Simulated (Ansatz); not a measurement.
**C₂H₃N (singlet): wave-function methods side by side, 6-31G***

One table from this session's results is given with a row withheld; the runs are named, their logs left out.

Computed with Ansatz 0.2.0, Gaussian basis. Level: 6-31G*, core rule «outside noble gas», up to 3 orbitals frozen.

Plan: UHF; CCSD(T) on RHF; BCCD(T) on RHF; CISD; CCSDT(Q) on RHF; CASSCF and MRCISD+Q, 8 electrons in 8 orbitals; CASSCF and NEVPT2, 8 electrons in 8 orbitals.

20 further runs of the same task are left out: 2 that didn't finish, 18 set aside as unsound or not needed.

## The system

The geometry is an MP2(full)/6-31G* stationary point (not a proven minimum).

6 atoms, charge 0, spin multiplicity 1.

Atoms are counted from 1 here; the program's logs count them from 0.

Bond lengths: C1–C2 1.461 Å, C1–H4 1.092 Å, C1–H5 1.092 Å, C1–H6 1.092 Å, C2–N3 1.178 Å. Angles: C2–C1–H4 110.1°, C2–C1–H5 110.1°, C2–C1–H6 110.1°, H4–C1–H5 108.8°, H4–C1–H6 108.8°, H5–C1–H6 108.8°, C1–C2–N3 180.0°.

The first run:

File in.yaml:

```yaml
crystal:
  periodic: [false, false, false]
  atoms:
    - {symbol: C, position_ang: [0.000000, 0.000000, -1.300197]}
    - {symbol: C, position_ang: [0.000000, 0.000000, 0.160607]}
    - {symbol: N, position_ang: [0.000000, 0.000000, 1.338939]}
    - {symbol: H, position_ang: [0.000000, 1.024986, -1.675637]}
    - {symbol: H, position_ang: [0.887664, -0.512493, -1.675637]}
    - {symbol: H, position_ang: [-0.887664, -0.512493, -1.675637]}
basis:
  gaussian: {orbitals: "6-31G*"}
magnetization: {spin_polarized: true, initial_magnetization: 0}
hamiltonian: {xc: hf}
output: {orbitals: {seedname: orbitals}}
```

Launch:

```bash
$ ansatz run in.yaml --threads 1 --pin off --events-out ev --progress --plain --max-ram 2880MiB --backend cpu
```

Steps of the session up to this table: UHF; CCSD(T) on RHF; BCCD(T) on RHF; CISD; CCSDT(Q) on RHF; CASSCF and MRCISD+Q, 8 electrons in 8 orbitals; CASSCF and NEVPT2, 8 electrons in 8 orbitals.

One table of the session follows, with a row left open; its other results are not shown here.

| method | from RCCSDT(Q) (kcal/mol) |
| --- | --- |
| RHF | +284.00 |
| RMP2 | +23.11 |
| CISD | +40.95 |
| RCCSD | +11.74 |
| RCCSD(T) | +1.28 |
| BCCD(T) | +1.24 |
| RCCSDT | +1.05 |
| RCCSDT(Q) | 0 |
| CASSCF frontier | +196.61 |
| NEVPT2 frontier | +35.26 |
| MRCISD frontier | +18.72 |
| MRCISD+Q frontier | ? |

Estimate the missing values for MRCISD+Q frontier.

**Answer.** from RCCSDT(Q) (kcal/mol): +2.35. In the column «from RCCSDT(Q) (kcal/mol)» it lies between RCCSD(T) (+1.28) and RCCSD (+11.74).
